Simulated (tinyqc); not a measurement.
RHF in the sto-6g basis, for H2O, spin multiplicity 1, step by step. One step of it, computed by the program tinyqc.

Question. Iteration 1: diagonalisation and new density. Diagonalise F' = X^T F X, C = X C', fill 5 alpha and 5 beta electrons from the bottom; D = 2 C_occ C_occ^T. Each column has its largest component positive (the first on a tie).

Fock matrix F (hartree):
```
             1O 1s      1O 2s    1O 2px     1O 2py     1O 2pz      2H 1s      3H 1s
1O 1s   -19.062007  -4.681985  0.000000   0.000439  -0.011060  -0.702357  -0.770094
1O 2s    -4.681985  -1.660940  0.000000   0.006941  -0.166229  -0.503042  -0.539520
1O 2px    0.000000   0.000000  0.323727   0.000000   0.000000   0.000000   0.000000
1O 2py    0.000439   0.006941  0.000000   0.218215   0.003596  -0.156754   0.164936
1O 2pz   -0.011060  -0.166229  0.000000   0.003596   0.261301  -0.162330  -0.169885
2H 1s    -0.702357  -0.503042  0.000000  -0.156754  -0.162330  -0.117047  -0.157108
3H 1s    -0.770094  -0.539520  0.000000   0.164936  -0.169885  -0.157108  -0.127695
```

X:
```
            1O 1s      1O 2s    1O 2px     1O 2py     1O 2pz      2H 1s      3H 1s
1O 1s    1.022212  -0.131247  0.000000   0.000446  -0.006164   0.016106   0.017056
1O 2s   -0.131247   1.138410  0.000000  -0.005786   0.062481  -0.195925  -0.214789
1O 2px   0.000000   0.000000  1.000000   0.000000   0.000000   0.000000   0.000000
1O 2py   0.000446  -0.005786  0.000000   1.064139  -0.002761  -0.157014   0.166910
1O 2pz  -0.006164   0.062481  0.000000  -0.002761   1.033213  -0.105338  -0.113800
2H 1s    0.016106  -0.195925  0.000000  -0.157014  -0.105338   1.104548  -0.054154
3H 1s    0.017056  -0.214789  0.000000   0.166910  -0.113800  -0.054154   1.119183
```

Give: F' = X^T F X; orbital energies; coefficients C; D after iteration 1.

Answer.

F' = X^T F X (hartree):
```
          1        2       3        4        5        6        7
1  -18.7362  -2.4555  0.0000   0.0008  -0.0155  -0.0916  -0.1083
2   -2.4555  -0.7106  0.0000  -0.0023  -0.0593  -0.2731  -0.2993
3    0.0000   0.0000  0.3237   0.0000   0.0000   0.0000   0.0000
4    0.0008  -0.0023  0.0000   0.3599  -0.0019  -0.2450   0.2595
5   -0.0155  -0.0593  0.0000  -0.0019   0.3349  -0.1778  -0.1912
6   -0.0916  -0.2731  0.0000  -0.2450  -0.1778   0.1141  -0.0552
7   -0.1083  -0.2993  0.0000   0.2595  -0.1912  -0.0552   0.1369
```

orbital energies (hartree): MO1 -19.0667, MO2 -0.6342, MO3 -0.0975, MO4 0.1306, MO5 0.3237, MO6 0.5257, MO7 0.6411

coefficients C:
```
            MO1      MO2      MO3      MO4     MO5      MO6      MO7
1O 1s    0.9959  -0.2158  -0.0001  -0.1396  0.0000  -0.0680   0.0145
1O 2s    0.0182   0.8145   0.0026   0.7218  0.0000   0.4546  -0.1012
1O 2px   0.0000   0.0000   0.0000   0.0000  1.0000   0.0000   0.0000
1O 2py  -0.0001  -0.0073   0.4734   0.0234  0.0000   0.1491   0.9685
1O 2pz   0.0020   0.1667   0.0018  -0.5137  0.0000   0.8867  -0.1326
2H 1s   -0.0033   0.1915   0.5695  -0.4822  0.0000  -0.6553  -0.5238
3H 1s   -0.0035   0.2028  -0.5315  -0.4845  0.0000  -0.4932   0.7356
```

D after iteration 1:
```
          1O 1s    1O 2s  1O 2px   1O 2py   1O 2pz    2H 1s    3H 1s
1O 1s    2.1158  -0.5168  0.0000  -0.0038   0.0754   0.0453   0.0408
1O 2s   -0.5168   2.3694  0.0000   0.0243  -0.4700  -0.3813  -0.3719
1O 2px   0.0000   0.0000  2.0000   0.0000   0.0000   0.0000   0.0000
1O 2py  -0.0038   0.0243  0.0000   0.4494  -0.0247   0.5138  -0.5288
1O 2pz   0.0754  -0.4700  0.0000  -0.0247   0.5833   0.5613   0.5634
2H 1s    0.0453  -0.3813  0.0000   0.5138   0.5613   1.1871  -0.0604
3H 1s    0.0408  -0.3719  0.0000  -0.5288   0.5634  -0.0604   1.1168
```
